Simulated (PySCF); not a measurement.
Species: CH5NSi.
Numbering: `[H]/[N:1]=[CH:2]/[SiH3:3]` (hydrogens: H4 on N1; H5 on C2; H6, H7, H8 on Si3)

Geometry (GFN2-xTB, Å), atoms numbered from 1 in this order:
```
atom  x, y, z in Å
N1     1.5440   -0.1562   -0.6822
C2     0.7330    0.1477    0.2281
Si3   -1.1270   -0.0995   -0.0473
H4     2.5333   -0.0023   -0.4775
H5     1.0541    0.5586    1.2003
H6    -1.6039   -1.0000    1.0074
H7    -1.7651    1.2097    0.1219
H8    -1.3592   -0.6486   -1.3753
```

Computed with TDDFT CAM-B3LYP/def2-SVPD, vertical, gas phase, core orbitals frozen in the response (PySCF 2.14.0, density-fitted response routines).

Ground-to-excited transition dipoles (e·a0, same axes as the geometry; the sign carries no meaning), for the states with f of 0.002 or more among the lowest 8:

| state | E (hartree) | μx | μy | μz |
| --- | --- | --- | --- | --- |
| S1 | 0.1624 | 0.011 | -0.159 | 0.064 |
| S2 | 0.2430 | -0.002 | 0.057 | 0.143 |
| S3 | 0.2736 | 0.477 | 0.079 | 0.111 |
| S4 | 0.2863 | -0.263 | -0.154 | -0.339 |
| S6 | 0.2887 | 0.472 | -0.015 | -0.126 |
| S8 | 0.3005 | -1.394 | 0.080 | 0.456 |

Task: Work out the oscillator strengths.

Result: f = (2/3) ΔE |μ|² with ΔE in hartree (27.2114 eV).

```csv
state,|μ|² (au),|μ| (D),f
S1,0.030,0.44,0.003
S2,0.024,0.39,0.004
S3,0.246,1.26,0.045
S4,0.207,1.16,0.040
S6,0.239,1.24,0.046
S8,2.157,3.73,0.432
```

Task: What is the point group, and which symmetry does each of these states have?

Result: Cs. The ground state is totally symmetric, so the direction of μ fixes the label. Polarised normal to the mirror plane, so A″: S1. Polarised in the mirror plane, so A′: S2, S3, S4, S6 and S8.

Task: What angle do the transition dipoles of S6 and S8 make?

Result: |cos θ| = |μa·μb| / (|μa| |μb|) = 1.00, so θ ≈ 3° (taken between 0 and 90°, since the signs are arbitrary).

Task: What peak molar absorption coefficient would the strongest computed level give as a lone Gaussian band 0.4 eV wide at half height?

Result: ε(max) = 2.175×10⁸ f / FWHM, with the width in cm⁻¹. S8: 2.175×10⁸ × 0.4320 / 3226 ≈ 29000 L mol⁻¹ cm⁻¹.

Time: 5.7 s; peak memory 0.43 GiB. Hardware: one thread of an Arm Neoverse V1, shared host with 32 logical CPUs at a one-minute load of 17.
